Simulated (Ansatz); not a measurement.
# CH4O2, SMILES OCO: the interaction energy of a dimer with the counterpoise correction

Computed with Ansatz 0.2.0, Python API.

The cells in order, each with its output:

In [1]:
```python
import ansatz
```

In [2]:
```python
FIRST = [
    ("O", (-1.1304, -0.5199, -0.0876)),
    ("C", (-0.075, 0.2645, 0.3499)),
    ("O", (1.0463, -0.5406, 0.2945)),
    ("H", (-1.094, -0.4301, -1.0714)),
    ("H", (0.067, 1.1611, -0.2733)),
    ("H", (-0.2499, 0.5801, 1.3861)),
    ("H", (1.4363, -0.5153, -0.5984)),
]
SECOND = [
    ("O", (-1.914, 1.7273, 4.5718)),
    ("C", (-1.1808, 0.5885, 4.2786)),
    ("O", (-2.0977, -0.4403, 4.1819)),
    ("H", (-2.207, 2.0495, 3.6843)),
    ("H", (-0.6143, 0.6852, 3.3393)),
    ("H", (-0.4772, 0.3782, 5.0939)),
    ("H", (-2.4657, -0.481, 3.2803)),
]

def energy(atoms, ghosts=()):
    molecule = ansatz.Crystal.molecule()
    for symbol, xyz in atoms:
        molecule = molecule.atom(symbol, xyz)
    calc = (
        molecule.calculation()
        .basis(gaussian="def2-SVPD")
        .functional("pbe")
    )
    deck = calc.input()
    if ghosts:
        deck = deck.set(ansatz.key.basis.gaussian.ghost_atoms, [{"symbol": s, "position_ang": list(xyz)} for s, xyz in ghosts])
    return ansatz.Session.from_dict(deck).plan().execute().report["free_energy_ev"]
```

In [3]:
```python
# ghost atoms carry the functions of the partner
both = energy(FIRST + SECOND)
alone = energy(FIRST) + energy(SECOND)
ghosted = energy(FIRST, SECOND) + energy(SECOND, FIRST)
print(f"dimer {both:.6f} eV")
print(f"interaction, uncorrected   {(both - alone):8.3f} eV")
print(f"interaction, counterpoise  {(both - ghosted):8.3f} eV")
print(f"basis-set superposition    {(alone - ghosted):8.3f} eV")
```
```text
dimer -10373.335139 eV
interaction, uncorrected     -0.040 eV
interaction, counterpoise    -0.011 eV
basis-set superposition       0.029 eV
```

Uncorrected it is -0.040 eV, with the counterpoise correction -0.011 eV; the difference, 0.03 eV, is the superposition error.

Caveats:
- Total energies depend on the basis set; only differences at equal settings carry meaning.
- The dimer is a generated trial pose of unrelaxed monomers, not a minimum, so the figure is no binding energy, and the basis set is small.
- This level lacks the dispersion part of the attraction (electrostatics and induction are there), which can decide the sign where the interaction is weak.
- Hardware and time: 10 s on 1 thread of Intel(R) Xeon(R) 6975P-C (Granite Rapids) (shared host), peak memory 0.3 GiB.
